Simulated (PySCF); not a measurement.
## Core-level binding energies of cyanide

Species: cyanide, CN (charge -1).
SMILES with atom numbers: `[C-:1]#[N:2]`

Structure used (GFN2-xTB), in Å, numbered top down from 1:
```xyz
2
CN angstrom
C      0.601   -0.003   -0.002
N     -0.599    0.004   -0.012
```

Theory: delta-SCF UKS SCAN, pcX-2 on the ionised atom, pcseg-1 elsewhere, spin-free X2C in PySCF. Vertical ΔSCF values, vacuum level as zero.

Task: List the computed XPS lines with their assignment.

Result: 
```
atom(s)           environment  level  binding energy (eV)  count
     N2  nitrogen bonded to C   N 1s               397.29      1
     C1    carbon bonded to N   C 1s               283.79      1
```

Task: Which photon wavelength matches the C 1s of C1 threshold?

Result: λ = hc/E = 12398.42 eV Å / 283.79 eV = 43.689 Å.

Spin contamination (⟨S²⟩ against 0.75 for a pure doublet) is marked for C 1s of C1 (0.86), which makes this value less certain. The species carries charge -1, so core ionisation leaves a neutral species. The basis sets have no added diffuse functions. Geometry: GFN2-xTB; no solvent, vibrations or thermal averaging.
